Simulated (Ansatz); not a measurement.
```xyz
8

C     0.078    0.695    0.681
C    -0.081   -0.197   -0.498
O     0.085   -1.475   -0.161
S    -0.415    0.274   -2.020
H     1.071    0.549    1.116
H    -0.651    0.417    1.448
H    -0.055    1.736    0.402
H    -0.032   -1.999   -0.967
```

Charge 0, multiplicity 1.

**Question.** List the B3LYP/def2-TZVPP orbital energies in eV (the Gaussian-basis code of Ansatz). (Estimate.)

**Answer.** The calculation gave: Occupied: -2417.20, -522.34, -280.31, -277.33, -215.22, -159.77, -159.71, -159.56, -30.25, -21.98, -19.77, -17.08, -13.21, -13.04, -12.84, -11.47, -10.89, -10.00, -7.49, -6.49. Lowest empty: -1.64, 0.55, 1.41, 2.43, 2.94, 3.09, 3.33, 4.41.

B3LYP here is the variant with VWN-RPA as its local correlation; programs differ in this.
